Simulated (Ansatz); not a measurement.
System: rhombohedral A7 Bi. Method: PBE-D4 (Ansatz, a quantum-chemistry and plane-wave program, PAW).

Settings: plane-wave cutoff 520 eV, 16×16×16 k mesh, Fermi–Dirac smearing 0.05 eV, scalar-relativistic PAW data made under PBE.

Properties against volume:

Shape and atoms are relaxed at each volume.

| V (Å³/atom) | P (GPa) | c (Å) | a (Å) |
|---|---|---|---|
| 33.136 | 1.77 | 11.376 | 4.492 |
| 33.826 | 0.83 | 11.511 | 4.512 |
| 34.517 | 0.01 | 11.648 | 4.531 |
| 35.207 | -0.70 | 11.793 | 4.548 |
| 35.897 | -1.31 | 11.946 | 4.563 |

Note: the bulk modulus comes from volumes at which shape and atoms were relaxed.
